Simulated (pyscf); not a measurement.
## Four-centre exchange: F–Ge:–F [singlet] + H₂ -> HF + F–GeH: [singlet]

Gas phase, singlet surface, charge 0. Bonds broken: F1–Ge2, H4–H5. Bonds formed: F1–H4, Ge2–H5. PySCF, gas phase, ωB97X-D3(BJ)/def2-SVP geometries.

Transition state (Å):

```xyz
5

F     -0.7701     0.9448     0.0855
Ge     1.0233     0.9952    -0.9003
F      1.8539     0.1276     0.3707
H     -0.6185     0.0410    -0.6268
H     -0.0242    -0.4330    -1.3394
```

One imaginary mode, 1153i cm⁻¹; descent along it reached the two sides named, in the forms told below.

```csv
bond,change,reactant side (Å),saddle,product side
F1–Ge2,breaks,1.751,2.047,2.324
H4–H5,breaks,0.761,1.042,2.8
F1–H4,forms,2.587,1.161,0.955
Ge2–H5,forms,3.1,1.825,1.597
```

Electronic energies relative to the separated reactants (kJ/mol):

| level | barrier | reaction energy | reverse barrier |
|---|---|---|---|
| ωB97X-D3(BJ)/def2-TZVP | 145.4 | +140.4 | 5.1 |
| PBE/def2-TZVP | 120.5 | +143.0 | -22.4 |
| r²SCAN/def2-TZVP | 130.2 | +149.4 | -19.2 |
| B3LYP-D3(BJ)/def2-TZVP | 142.0 | +142.1 | -0.1 |
| PBE0-D3(BJ)/def2-TZVP | 128.3 | +132.6 | -4.3 |
| M06-2X/def2-TZVP | 155.1 | +148.4 | 6.8 |
| ωB97M-D3(BJ)/def2-TZVP | 144.5 | +137.9 | 6.6 |
| HF/def2-TZVP | 199.2 | +121.7 | 77.5 |

With ωB97M-D3(BJ)/def2-TZVP energies and thermal terms (ideal gas, 1 atm, RRHO with modes under 100 cm⁻¹ raised to 100, one conformer, R ln 2 for chiral ones without a mode under 150 cm⁻¹), in kJ/mol:

```
T (K)    ΔH‡    ΔG‡      ΔH      ΔG
-----  -----  -----  ------  ------
298    147.1  179.7  +145.4  +138.1
600    143.1  214.5  +143.1  +131.6
900    142.2  250.4  +141.5  +126.2
1200   142.9  286.4  +140.5  +121.3
```

On the product side the descent ends in a bound adduct, 40.1 kJ/mol under the separated species and 45.2 kJ/mol under the saddle at ωB97X-D3(BJ)/def2-TZVP. At PBE, r²SCAN, PBE0-D3(BJ) the saddle lies under the separated products, which points to a path from their complex (located at ωB97X-D3(BJ) alone), and parting the products costs more than the saddle. One saddle was located; it need not be the lowest between these sides. Elements up to Kr have no core potential and no relativistic terms here.
